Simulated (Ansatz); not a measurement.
I need harmonic frequencies at the relaxed geometry of C2H4F2O2, SMILES OCOC(F)F. Use the Ansatz DFT code, driven from Python. Settings (for the species named): CAM-B3LYP, cc-pVDZ basis, multiplicity 1.

```tsv
atom	x (Å)	y (Å)	z (Å)
O	0.5158	-1.5596	-0.6212
C	-0.5984	-0.8332	0.0008
O	-0.1181	0.1718	0.8372
C	0.4673	1.2687	0.0856
F	-0.6641	1.8608	-0.5126
F	0.9289	2.1667	0.9552
H	0.7993	-2.1779	0.0118
H	-1.1276	-1.5285	0.5952
H	-1.2658	-0.4014	-0.7143
H	1.1457	0.9815	-0.6346
```

Script `freq_c2h4f2o2.py`:
```python
# -*- coding: utf-8 -*-
"""Harmonic frequencies of C2H4F2O2 at its relaxed geometry."""

import argparse

import ansatz as az
from ase import Atoms
from ase.thermochemistry import IdealGasThermo
import numpy as np

parser = argparse.ArgumentParser(description="Harmonic frequencies of C2H4F2O2 at its relaxed geometry.")
parser.add_argument("--basis-set", default="cc-pVDZ", help="basis")
parser.add_argument("--xc", default="CAM-B3LYP", help="exchange-correlation functional")
args = parser.parse_args()

GEOMETRY = """
O     0.51580   -1.55960   -0.62120
C    -0.59840   -0.83320    0.00080
O    -0.11810    0.17180    0.83720
C     0.46730    1.26870    0.08560
F    -0.66410    1.86080   -0.51260
F     0.92890    2.16670    0.95520
H     0.79930   -2.17790    0.01180
H    -1.12760   -1.52850    0.59520
H    -1.26580   -0.40140   -0.71430
H     1.14570    0.98150   -0.63460
"""

mol = az.Crystal.molecule()
for line in GEOMETRY.strip().splitlines():
    symbol, *xyz = line.split()
    mol = mol.atom(symbol, [float(v) for v in xyz])

base = mol.calculation()
base = base.basis(gaussian=args.basis_set).functional(args.xc)
symbols = [site.symbol for site in mol.cartesian_sites]
start = np.array([site.position_ang for site in mol.cartesian_sites], dtype=float)
rep = base.relax(force_tolerance=0.003).run(threads=1, pin="off").report
end = np.array(rep["positions_ang"])

print("bond        before    after (A)")
for i, j in [(0, 1), (0, 6), (1, 2), (1, 7), (1, 8), (2, 3), (3, 4), (3, 5), (3, 9)]:
    d0, d1 = (np.linalg.norm(xyz[i] - xyz[j]) for xyz in (start, end))
    print(f"{symbols[i]}{i}-{symbols[j]}{j}".ljust(10), f"{d0:8.4f} {d1:8.4f}")

# same settings at the minimum
minimum = az.Crystal.molecule()
for symbol, xyz in zip(symbols, end):
    minimum = minimum.atom(symbol, xyz.tolist())
vibrating = minimum.calculation()
vibrating = vibrating.basis(gaussian=args.basis_set).functional(args.xc)
vibrating = vibrating.phonons(temperatures=(100, 500, 100))
vib = vibrating.run(threads=1, pin="off").report["vibrations"]
sums = vib["harmonic_sums"]
modes = [m["omega_inv_cm"] for m in sums["modes_at_gamma"] if m["rigid_motion"] == "no"]
print("frequencies (1/cm):", " ".join(f"{w:.0f}" for w in modes))
print("imaginary modes:", sum(w < 0 for w in modes), " zero-point energy:", round(sums["zero_point_energy_ev"], 4), "eV")
# rigid rotor and ideal gas, symmetry number taken as one
gas = IdealGasThermo(vib_energies=[w / 8065.544 for w in modes if w > 0], geometry="linear" if len(modes) == 3 * len(symbols) - 5 else "nonlinear",
                     atoms=Atoms(symbols, positions=end), symmetrynumber=1, spin=0.0)
print(f"H(298 K) - E = {gas.get_enthalpy(298.15, verbose=False):.4f} eV")
print(f"S(298 K, 1 bar) = {96485.33 * gas.get_entropy(298.15, 1e5, verbose=False):.1f} J/(mol K) with symmetry number 1")
```

```console
$ python freq_c2h4f2o2.py
bond        before    after (A)
O0-C1        1.4683   1.3890
O0-H6        0.9292   0.9682
C1-O2        1.3929   1.4197
C1-H7        1.0568   1.1003
C1-H8        1.0692   1.0996
O2-C3        1.4529   1.3640
C3-F4        1.4101   1.3613
C3-F5        1.3325   1.3403
C3-H9        1.0302   1.1013
frequencies (1/cm): 66 137 257 395 459 542 586 701 1050 1058 1115 1124 1192 1203 1298 1384 1396 1422 1459 1511 3078 3115 3142 3803
imaginary modes: 0  zero-point energy: 1.9523 eV
H(298 K) - E = 2.1415 eV
S(298 K, 1 bar) = 329.4 J/(mol K) with symmetry number 1
```

These settings explore the input space; basis and method may be short of convergence. The frequencies are harmonic and unscaled, in a modest basis. The result belongs to the one conformer reached from this start, and soft torsions count as harmonic oscillators. The entropy takes a symmetry number of 1; a symmetric molecule's is lower by R ln(sigma). Hardware and time: 4.6 min on 1 thread of Arm Neoverse V1, on a shared host, peak memory 0.38 GiB.

(A comment or docstring line of the script was reworded after the run, the code is as it ran; lines on the test bed's own set-up are left out of the output.)
